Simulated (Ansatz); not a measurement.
# Structure optimisation: cobalt, hcp

These are results of Ansatz, DFT, LDA (PW92), plane waves (420 eV) with PAW, scalar-relativistic, not measurements. (PAW data from PBE, frozen cores regenerated.)

k-point mesh 14×14×8, Fermi-Dirac smearing 0.1 eV, no spin polarisation. Cell and atoms relax.

Starting structure:

```yaml
crystal:
  lattice:
    - [2.50710, 0.00000, 0.00000]
    - [-1.25355, 2.17121, 0.00000]
    - [0.00000, 0.00000, 4.06860]
  atoms:
    - { symbol: Co, position: [0.33333, 0.66667, 0.25000] }
    - { symbol: Co, position: [0.66667, 0.33333, 0.75000] }
```

Question: The pressure at the start is -30.9 GPa. By how much does the volume change?

Answer: From 11.07 to 9.64 Å³ per atom, -13.0 %. The final cell has a = 2.400 Å, c = 3.866 Å (c/a = 1.611).

Question: How much energy does the relaxation gain?

Answer: 159.0 meV per atom.

Path of the relaxation (the plane waves are chosen anew near the end, which can shift the energy a little):

```csv
step,E − E(final) (meV/atom),V (Å³/atom),P (GPa),max force (eV/Å)
0,158.98,11.074,-30.95,0.000
1,25.64,10.178,-14.65,0.000
2,1.04,9.489,5.31,0.000
3,-1.14,9.663,-0.52,0.000
4,-1.20,9.647,0.00,0.000
5,0.00,9.647,-0.28,0.000
6,-0.02,9.638,0.00,0.000
7,0.00,9.638,0.00,0.000
```

Spin polarisation is off here; a magnetic state may lie lower.
